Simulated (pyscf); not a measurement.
## Hydrogen abstraction: H₃Si–Si•(SiH₃)–SiH₃ (SMILES [SiH3][Si]([SiH3])[SiH3]) + H₂ (SMILES [H][H]) → H₃Si–SiH(SiH₃)–SiH₃ (SMILES [SiH3][SiH]([SiH3])[SiH3]) + H• (SMILES [H])

Gas phase, doublet surface, charge 0. Bonds broken: H14–H15. Bonds formed: Si1–H14. PySCF, gas phase, ωB97X-D3(BJ)/def2-SVP geometries.

Transition state (Å):

```xyz
15

Si    -0.5202     0.7721    -0.3405
Si     1.6852     0.7311     0.4142
Si    -1.1901    -1.3882    -0.9056
Si    -1.9041     1.6016     1.3422
H      1.7631    -0.1530     1.6154
H      2.1371     2.1014     0.7954
H      2.5928     0.1912    -0.6402
H     -0.3119    -1.9496    -1.9736
H     -2.6047    -1.3936    -1.3811
H     -1.0865    -2.2536     0.3072
H     -3.3260     1.6271     0.8899
H     -1.7942     0.7094     2.5349
H     -1.4893     2.9808     1.7332
H     -0.6210     1.6856    -1.5876
H     -0.7106     2.4970    -2.6951
```

One imaginary mode, 760i cm⁻¹; descent along it reached the two sides named.

```json
[
 {"bond": "H14–H15", "change": "breaks", "reactant side (Å)": "0.762", "saddle": "1.376", "product side": "3.3"},
 {"bond": "Si1–H14", "change": "forms", "reactant side (Å)": "3.1", "saddle": "1.549", "product side": "1.495"}
]
```

Electronic energies relative to the separated reactants (kcal/mol):

| level | barrier | reaction energy | reverse barrier |
|---|---|---|---|
| ωB97X-D3(BJ)/def2-TZVP | 23.9 | +20.7 | 3.2 |
| PBE/def2-TZVP | 21.4 | +22.0 | -0.6 |
| r²SCAN/def2-TZVP | 21.6 | +23.8 | -2.1 |
| B3LYP-D3(BJ)/def2-TZVP | 22.3 | +23.3 | -1.0 |
| PBE0-D3(BJ)/def2-TZVP | 21.0 | +20.5 | 0.5 |
| M06-2X/def2-TZVP | 25.9 | +22.3 | 3.6 |
| ωB97M-D3(BJ)/def2-TZVP | 23.1 | +20.0 | 3.1 |
| HF/def2-TZVP | 24.1 | +15.1 | 9.0 |

With ωB97M-D3(BJ)/def2-TZVP energies and thermal terms (ideal gas, 1 atm, RRHO with modes under 100 cm⁻¹ raised to 100, one conformer, R ln 2 for rigid chiral ones), in kcal/mol:

```csv
T (K),ΔH‡,ΔG‡,ΔH,ΔG
298,20.3,27.7,+18.4,+19.7
600,20.3,35.1,+18.6,+21.0
900,20.7,42.5,+19.2,+22.0
1200,21.3,49.6,+20.0,+22.9
```

At PBE, r²SCAN, B3LYP-D3(BJ) this geometry lies under the product side: in single points on another level's saddle the reverse barrier vanishes, and the forward threshold there is about the reaction energy. This is the saddle that the search found; another between the same sides may lie lower. The angle at the transferred H is 180°.
